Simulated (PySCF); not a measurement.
Molecule: `CCO`, C₂H₆O.

Numbering as in the mapped SMILES `[CH3:1][CH2:2][OH:3]`; H(Xn) means a hydrogen on atom n.

Geometry PBE0-D3(BJ)/def2-SVP throughout; GIAO in PySCF 2.14.0 with density-fitted response routines, gas phase, one conformer, non-relativistic; equivalent atoms averaged; basis pcSseg-2.

Question: How do the absolute shieldings σ depend on the functional? (ppm; last column core-seconds on shared hosts with different chips, so compare them loosely)

Answer: 
```tsv
functional	kind	C2	C1	O3	H(C2)	H(C1)	H(O3)	core-s
HF	Hartree–Fock	135.0	169.1	299.5	28.38	30.52	31.43	4.3
LDA	LDA	114.2	158.2	275.0	26.90	29.65	31.09	12
PBE	GGA	113.4	156.3	270.2	27.38	30.04	31.60	14
BLYP	GGA	107.6	151.0	264.3	27.55	30.19	31.74	14
BP86	GGA	113.5	156.2	271.3	27.45	30.10	31.67	15
OPBE	GGA	120.4	162.1	277.7	27.47	30.11	31.59	15
KT2	GGA	117.7	159.5	267.9	27.41	30.05	31.63	15
KT3	GGA	116.6	158.2	267.9	27.62	30.21	31.73	15
B97-D	GGA	113.5	155.7	271.4	27.61	30.23	31.71	15
B3LYP	global hybrid	114.5	155.8	274.4	27.71	30.22	31.62	9.4
PBE0	global hybrid	121.2	161.6	281.7	27.63	30.13	31.50	9.4
mPW1PW91	global hybrid	120.6	161.0	281.6	27.69	30.18	31.54	9.4
WP04	global hybrid	107.0	149.1	272.1	28.14	30.49	31.57	15
B97-2	global hybrid	120.5	160.8	280.6	27.74	30.23	31.60	15
BHandHLYP	global hybrid	122.9	161.3	285.5	27.94	30.28	31.47	14
CAM-B3LYP	range-separated hybrid	119.0	159.5	282.5	27.69	30.15	31.47	18
wB97X-D	range-separated hybrid	122.0	161.8	284.9	27.79	30.23	31.56	13
LC-wPBE	range-separated hybrid	126.8	166.2	295.2	27.77	30.19	31.47	27
```

Question: Which nucleus moves most, in ppm?

Answer: O3 (alcohol oxygen): from 264.3 ppm with BLYP to 299.5 ppm with HF. The smallest spread is 0.65 ppm, at H(O3). Proton shifts span only some 12 ppm, so a few tenths of a ppm matter as much there as several ppm in carbon.
